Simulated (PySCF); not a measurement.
Saddle point of CH7FSi, closed shell (CH₅FSi ([CH3][SiH2][F]) + H₂ → CH₆Si ([CH3][SiH3]) + HF; bonds formed: Si1–H7, F2–H6; bonds broken: Si1–F2, H6–H7), PBE0-D4/def2-TZVP structure:

Si1  (-0.372, 0.072, -0.567)
F2  (1.484, 0.669, -0.854)
H3  (-0.279, -0.616, -1.873)
H4  (-1.838, 0.364, -0.435)
C5  (0.091, -0.820, 0.994)
H6  (0.656, 1.541, -0.694)
H7  (-0.265, 1.773, -0.536)
H8  (0.131, -0.115, 1.828)
H9  (-0.673, -1.566, 1.229)
H10  (1.064, -1.301, 0.908)
(Å)

Energies are electronic, without zero-point energy. Barriers and step energies count from the start structure reached by relaxing down the imaginary mode; all methods use the PBE0-D4 structures, on which another method's saddle can fall below an end. PySCF 2.14 with density fitting (its default auxiliary sets; JK sets also for MP2 and CCSD(T)); basis: def2-TZVPP, with def2-QZVPP for the basis limit; cores frozen in the correlated methods. B3LYP uses VWN-RPA correlation. Extrapolation: Hartree–Fock as exp(−7.88 √X), correlation as X^−2.97.

```tsv
method	barrier (eV)	step energy (eV)
SPW92	1.821	0.921
PBE-D4	?	1.002
r2SCAN-D4	2.400	1.153
PBE0-D4	2.379	1.017
B3LYP-D4	?	1.127
BHLYP-D4	2.776	1.164
wB97M-V	2.522	1.133
HF	3.328	1.231
MP2	?	1.149
CCSD	2.752	1.105
CCSD(T)	2.649	1.099
```

Problem. Fill in the withheld barriers. (An estimate is asked for; the value comes from the calculation.)

Solution. By the calculation: PBE-D4 2.180; MP2 2.631; B3LYP-D4 2.552 eV. Each is the energy of the saddle less that of the start structure, by the same method.

For comparison, the barrier by CCSD(T) at an estimated basis limit (MP2 extrapolated from triple and quadruple zeta, plus CCSD(T) − MP2 in triple zeta) is 2.631 eV.

The T1 diagnostic stays at or below 0.013.

Labels in which every atom is bracketed show which atoms are joined, not bond orders.

For scale, one of the runs: CCSD(T)/def2-TZVPP, 202 basis functions, launched by `OMP_NUM_THREADS=4 python run.py`. The run took 6.4 min on 4 CPU threads of an Arm Neoverse V1 (shared host), with 2.5 GiB of host memory at its peak.
